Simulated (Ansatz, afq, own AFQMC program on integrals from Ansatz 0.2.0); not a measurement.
CH$_{3}$O, doublet in cc-pVQZ, levels against AFQMC with the constraint released

```xyz
5

O     0.0000    0.0011    0.6951
C     0.0000    0.0094   -0.6608
H     0.8686   -0.5694   -1.0215
H     0.0000    1.0088   -1.1162
H    -0.8686   -0.5694   -1.0215
```

Connectivity, by distances: O–CH3.

Basis cc-pVQZ. Only valence electrons are correlated. Ansatz 0.2.0 and our own AFQMC program on the same integrals; the CISD trial comes from CCSD amplitudes, and released means the phaseless constraint is let go. ± is one standard error of the sampling.

Determinant: UHF, the one that the program's search chose, which needn't be the lowest solution. The geometry is a PBE0/def2-TZVP stationary point of this or a neighbouring charge and spin state.

No full CI on the walks' own integrals is used here. The released AFQMC energy serves as the reference, which it does only where one determinant dominates, the energy is flat over the last release times and near the phaseless one (40 meV or 2 meV an electron, half that with transition metals). On small molecules, where full CI could be run and the noise was under 10 meV, such values lay within 10 meV of it in 19 cases of 20, a flattering rate, since the rule was set on those same cases; what remains of the bias isn't in the error bar.

Cautions: the released value is read at 1.62 1/Eh, later times being too noisy (meV from the phaseless value at times in 1/Eh: -5 ± 3 at 0.24, -11 ± 4 at 0.51, -24 ± 6 at 0.99, -10 ± 9 at 1.62, -10 ± 13 at 2.40).

```
T1 diagnostic                               : 0.0192
weight of the determinant in the CISD state : 0.886
⟨S²⟩ of the determinant                     : 0.760
size of the correlated space                : 13 electrons in 198 orbitals
```

Reference: AFQMC with the constraint released, correlation energy -11.876 ± 0.009 eV.

| level | E − E(reference) (kJ/mol) | share of correlation (%) |
| --- | --- | --- |
| HF | 1145.8 ± 0.9 | 0.00 |
| MP2 | 103.8 ± 0.9 | 90.95 |
| CCSD | 40.2 ± 0.9 | 96.49 |
| CCSD(T) | 2.3 ± 0.9 | 99.80 |
| ph-AFQMC/HF | 3.7 ± 2.9 | 99.68 |
| ph-AFQMC/CISD | 0.9 ± 1.0 | 99.92 |

A walk keeps the symmetry of its determinant, which the program's search chose and which needn't be the lowest solution, so a lower state of the same spin and another symmetry isn't excluded. Released energies are given only where the last usable release times agree within the noise; a slower fall can still hide under it.
